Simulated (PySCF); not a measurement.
## Relaxation of doublet H3SO

All numbers come from PySCF, UPBE0, basis S def2-TZVP, O def2-TZVP, H def2-TZVP (no relativity, density fitting). A (50,194) grid was used.

A hand-made see-saw (ligand arrangement 2) start, of Cs symmetry, held to at least that symmetry:

```xyz
5
charge 0 multiplicity 2, angstrom
S     0.0000    0.4453   -0.0765
O     0.0000   -1.0590    0.0551
H     0.0000    1.7902    0.0412
H     1.0638    0.4453    0.7546
H    -1.0638    0.4453    0.7546
```

**Question.** What forces act on the atoms at the start (eV/Å)?

**Answer.** 
| atom | Fx | Fy | Fz |
| --- | --- | --- | --- |
| S1 | 0.00 | -0.81 | 2.79 |
| O2 | 0.00 | -3.43 | -1.80 |
| H3 | 0.00 | 2.04 | -0.82 |
| H4 | 0.55 | 1.10 | -0.09 |
| H5 | -0.55 | 1.10 | -0.09 |

**Question.** What does it relax to?

**Answer.** It ends at Cs with S–H 1.360 Å (×2), S–H 1.550 Å, S–O 1.499 Å; H–S–H 83.5° (×2), H–S–H 94.4°, H–S–O 106.7° (×2), H–S–O 164.6° (after a last refinement on a finer grid). A frequency run shows a minimum.

**Question.** How much energy is released, and in how many steps?

**Answer.** 88.4 kJ/mol in 8 steps.

The relaxation took 8.6 s on 4 threads of a shared Arm Neoverse V2 host, with 86 basis functions and 9 gradients; the process peaked at 0.61 GiB.
